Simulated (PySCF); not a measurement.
**Stretching BN⁺**

Set-up: B aug-pcseg-1, N aug-pcseg-1; no relativity (PySCF 2.14). Energies in eV from B⁺ + N in their ground configurations at the same level. State: ⁴Σ⁻ (quartet), unpaired electrons σ ↑, π ↑↑.

All columns are PBE0. A positive dipole points towards N; it is taken about the centre of mass and depends on that origin.

| R (Å) | E (eV) | μ (D) | Mulliken charge on B (basis-dependent) | HOMO (eV) | LUMO (eV) | Mayer bond order | ⟨S²⟩ |
| --- | --- | --- | --- | --- | --- | --- | --- |
| 1.241 | -1.215 | -2.41 | 0.79 | -18.47 | -14.99 | 1.28 | 3.75 |
| 1.299 | -1.749 | -2.54 | 0.86 | -18.41 | -14.57 | 1.23 | 3.75 |
| 1.356 | -2.038 | -2.67 | 0.92 | -18.36 | -14.18 | 1.19 | 3.75 |
| 1.400 | -2.136 | -2.76 | 0.96 | -18.31 | -13.91 | 1.15 | 3.75 |
| 1.443 | -2.160 | -2.84 | 1.00 | -18.26 | -13.66 | 1.12 | 3.75 |
| 1.486 | -2.127 | -2.91 | 1.02 | -18.21 | -13.42 | 1.09 | 3.75 |
| 1.544 | -2.024 | -2.98 | 1.05 | -18.14 | -13.13 | 1.04 | 3.76 |
| 1.616 | -1.841 | -3.03 | 1.07 | -18.04 | -12.80 | 0.98 | 3.76 |
| 1.703 | -1.596 | -3.02 | 1.06 | -17.92 | -12.60 | 0.88 | 3.77 |
| 1.818 | -1.297 | -2.98 | 1.03 | -17.77 | -12.52 | 0.72 | 3.78 |

A fit through these points gives, at Re = 1.437 Å, μ = -2.83 D and dμ/dR = -1.79 D/Å; the reduced mass is 6.164 u.

Task: How strong is the fundamental in the double-harmonic approximation, I = 42.26·(dμ/dR)²/μred km/mol?

Result: I = 42.26·(-1.79)²/6.164 = 22.0 km/mol at PBE0.

For an ion De counts to the pair picked by the measured ionisation energies or electron affinities, which need not be the lowest pair at this level. The state was picked by a PBE0 search and need not be the measured ground state.
